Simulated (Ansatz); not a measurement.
AlH (SMILES [AlH]): the energy, rung by rung

The species is AlH (2 atoms), meant as a singlet with charge 0. As SMILES, `[AlH]`. The shape comes from GFN2-xTB, which is rough for such elements, and wasn't checked as a minimum.

```xyz
2

Al    0.0000    0.0000    0.0000
H     0.0000    0.0000    1.6135
```

Each level gives the energy change with the Al1–H2 bond stretched from 1.613 to 2.081 Å (eV). The values are calculated.

| level | kind | program | value (eV) | less FCI/cc-pVTZ | CPU time (all runs) |
| --- | --- | --- | --- | --- | --- |
| SVWN5/cc-pVTZ (restricted) | LDA | Ansatz | 0.41 | -0.11 | 1.3 s |
| PBE/cc-pVTZ (restricted) | GGA | Ansatz | 0.41 | -0.11 | 2.1 s |
| B3LYP/cc-pVTZ (restricted) | global hybrid | Ansatz | 0.48 | -0.04 | 2 s |
| BHLYP/cc-pVTZ (restricted) | global hybrid | Ansatz | 0.56 | +0.04 | 2.1 s |
| wB97M-V/cc-pVTZ (restricted) | range-separated hybrid | Ansatz | 0.50 | -0.02 | 14 s |
| B2PLYP/cc-pVTZ (restricted) | double hybrid | Ansatz | 0.53 | +0.01 | 2.7 s |
| RPA@PBE/cc-pVTZ (restricted) | RPA | Ansatz | 0.53 | +0.01 | 3.1 s |
| BCCD(T)/cc-pVTZ (restricted) | coupled cluster or CI | Ansatz | 0.53 | +0.01 | 1.9 s |
| FCI/3-21G | exact in the basis | Ansatz | 0.31 | -0.21 | 0.37 s |
| FCI/cc-pVTZ | exact in the basis | Ansatz | 0.52 | 0.00 | 3.2 s |

FCI/cc-pVTZ is exact within its basis and frozen core, so for wave-function methods in that basis the difference is their error; functionals converge differently with the basis, so for them it is only a difference. The first shape isn't each level's own minimum. The values span 0.31 to 0.56 eV. High-level rows in very small sets aren't better than simpler rows in larger ones. Times are those of the runs behind each value, whatever else they computed, on shared processors of several kinds: orders of magnitude only.
